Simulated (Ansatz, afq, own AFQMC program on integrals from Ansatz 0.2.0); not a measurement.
AlH₃ + F, doublet: a scan with AFQMC

```xyz
5

Al   -1.0879    0.0000    0.0000
H    -1.8808    1.3734    0.0000
H    -1.8808   -1.3734    0.0000
H     0.4980    0.0000    0.0000
F     1.7181    0.0000    0.0000
```

A hydrogen atom is moved from one rigid fragment to the other; the Al1–H4 distance tells how far. The two fragments are held close together, so this isn't a minimum-energy path and the start is a compressed complex. Energies in mEh count from this geometry (1.586 Å) at the same level; the start stands on UHF, each point on the determinant named.

Basis cc-pVTZ. Noble-gas cores (and the filled d shells of Ga–Kr and In–Xe) are frozen. AFQMC by an in-house program on the Cholesky factors that Ansatz 0.2.0 writes for its CCSD(T) run. The CISD trial takes its coefficients from CCSD amplitudes. Released means that phaseless walkers are propagated on without the constraint, phases kept. ± is one standard error of the sampling.

Cautions, each for one point or more: the ph-AFQMC/CISD walk drifts between its halves.

```tsv
r(Al1–H4) / Å	det.	T1	weight	⟨S²⟩	CCSD(T)	ph-AFQMC/CISD	wB97M-V	MP2
1.677	UHF	0.017	0.89	0.77	-13.1	-13.2 ± 0.3	-11.3	-17.5
1.723	UHF	0.016	0.89	0.77	-19.3	-19.5 ± 0.3	-16.6	-24.9
1.769	UHF	0.015	0.89	0.76	-24.9	-25.4 ± 0.3	-21.4	-31.1
1.815	UHF	0.014	0.89	0.76	-29.3	-29.6 ± 0.3	-25.0	-35.8
1.906	UHF	0.013	0.90	0.76	-30.7	-31.0 ± 0.3	-25.0	-37.3
```

Weight is that of the determinant in the CISD state; at the start T1 is 0.023 and the weight 0.88, and ⟨S²⟩ is 0.78. Largest departures from phaseless AFQMC with a CISD trial: CCSD(T) 0.4 mEh at 1.769 (on UHF) (within the noise), wB97M-V 6.0 mEh at 1.906, MP2 -6.3 mEh at 1.906 (on UHF). The walk's constraint bias lies outside its error bars, so these are departures and not errors. Functionals count only at points shown to share the start's state and spin.

Some points may be missing: those where a free walk finds a much lower state, and past Zn most of those on another determinant than at the start.

A walk keeps the symmetry of its determinant, which the program's search chose and which needn't be the lowest solution, so a lower state of the same spin and another symmetry isn't excluded.
